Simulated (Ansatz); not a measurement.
# HAs–AsH, singlet in cc-pVDZ: errors against RCCSDTQ

Geometry: a PBE0/def2-TZVP stationary point for this spin, not checked as a minimum.

```
atom   x (Å)    y (Å)    z (Å)
  As  0.0000  -0.0500   1.1158
  As  0.0000   0.0500  -1.1158
   H  0.0000   1.4742   1.2479
   H  0.0000  -1.4742  -1.2479
```

Basis cc-pVDZ; Ansatz 0.2.0. Correlated methods freeze the noble-gas cores and the filled d shells of p-block atoms, which leaves 12 electrons in 36 orbitals. R marks a restricted (for open shells ROHF) determinant, U an unrestricted one. Active spaces: valence = (12e, 10o) chosen from the atoms' valence shells. No spin–orbit coupling is included, and no scalar relativity.

Full CI isn't at hand for all of this; RCCSDTQ serves as the reference, and is uncertain by the last step of the cluster series or more. The frozen core follows each run's orbitals, which can shift R against U totals by a few meV for light atoms and by up to 0.1 eV past Ca.

```
UHF ⟨S²⟩                          : 0.592
T1 diagnostic (RCCSD)             : 0.0143
largest doubles amplitude (RCCSD) : 0.190
```

```
   level  E − E(RHF) (eV)
    RMP2          -5.9145
   RCCSD          -6.7797
RCCSD(T)          -7.0741
```

**Question.** Estimate how far RCCSDTQ in cc-pVDZ lies from RCCSD(T). The table doesn't fix it; the size of (T) and the diagnostics are the guide.

**Answer.** RCCSDTQ in cc-pVDZ lies 1.94 mEh below RCCSD(T), which is 18 % of the (T) step (-10.82 mEh). A doubles amplitude is large, RHF is unstable towards spin polarisation, but (T) still catches most of what CCSD lacks. The miss exceeds 1 kcal/mol.

The other levels:

```csv
level,E − E(RCCSDTQ) (mEh),share of correlation (%),wall time
CISD,37.81,85.56,1.6 s
BCCD(T),1.93,99.26,1.8 s
RCCSDT,1.03,99.61,–
RCCSDT(Q),0.00,100.00,6.5 s
CASSCF (valence space),170.38,34.94,–
NEVPT2 (valence space),36.95,85.89,8 s
MRCISD (valence space),13.71,94.76,–
MRCISD+Q (valence space),0.50,99.81,9.5 s (H100)
```

The correlation energy at RCCSDTQ, counted from RHF, is -7.127 eV. That run took 12 s on 2 threads of AMD EPYC 7R13 with a shared H100 80 GB, shared host.

Run but not shown, since their state, orbitals or frozen core can't be matched to the reference's or they repeat it: UHF, UMP2, UCCSD, UCCSD(T), UCCSDT, UCCSDT(Q).

Times hold each run's SCF and search for its determinant on a shared host, so for small cases they say little of a method's own cost; rows without a card ran on 1 thread of AMD EPYC 7R13.

Natural occupations of CASSCF (valence space) about the gap: 1.990 1.973 1.967 1.962 1.875 0.132 0.046 0.032 0.030; effectively unpaired electrons, Σ n²(2−n)², 0.14.

Atomization energy (electronic, same basis, no zero-point term; atoms at the same level, unrestricted beside the R rows where the molecule is a closed shell, but restricted open-shell past Ca, as are all atoms' steps beyond CCSDT(Q)) at RCCSDTQ: 733.2 kJ/mol. Errors of other levels:

```json
{"level": "RHF", "error (kJ/mol)": "-316.7"}
{"level": "RMP2", "error (kJ/mol)": "-34.4"}
{"level": "CISD", "error (kJ/mol)": "-90.7"}
{"level": "RCCSD", "error (kJ/mol)": "-28.3"}
{"level": "RCCSD(T)", "error (kJ/mol)": "-3.7"}
{"level": "BCCD(T)", "error (kJ/mol)": "-3.7"}
{"level": "RCCSDT", "error (kJ/mol)": "-2.3"}
{"level": "RCCSDT(Q)", "error (kJ/mol)": "0.1"}
{"level": "CASSCF (valence space)", "error (kJ/mol)": "-76.4"}
{"level": "NEVPT2 (valence space)", "error (kJ/mol)": "-18.2"}
{"level": "MRCISD (valence space)", "error (kJ/mol)": "-27.3"}
{"level": "MRCISD+Q (valence space)", "error (kJ/mol)": "-10.1"}
```

This basis is far from its limit, so the value isn't to be set against a measured one. Truncated CI isn't size-consistent, which counts against it in atomization.
